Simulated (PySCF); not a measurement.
Structure with atom numbers: `[CH2:1]=[CH:2][P:3]([CH3:4])[CH3:5]`. Hydrogens are named by the atom that carries them. Ha(C1) is cis to P3; Hb(C1) is trans to P3.

GIAO PBE0/pcSseg-1 shifts (PySCF, gas phase, non-relativistic, equivalent atoms averaged), each against references optimised in the same way as the molecule (TMS, H3PO4).

On the GFN2-xTB geometry: C2 155.5, C1 125.1, C4/C5 16.8, P3 -63.3, H(C2) 6.68, Hb(C1) 5.91, Ha(C1) 5.45, H(C4)/H(C5) 1.10 ppm.

What changes on the GFN2-xTB geometry?

## Answers


```csv
atoms,δ (ppm),change
C2,155.5,+0.0
C1,125.1,+0.0
C4/C5,16.8,+0.0
P3,-63.3,+0.0
H(C2),6.68,+0.00
Hb(C1),5.91,+0.00
Ha(C1),5.45,+0.00
H(C4)/H(C5),1.10,+0.00
```

Bonds between heavy atoms that differ most (equivalent bonds averaged): C1–C2 1.323 → 1.323 Å. Mean change of bonds to hydrogen: C–H +0.000 Å.
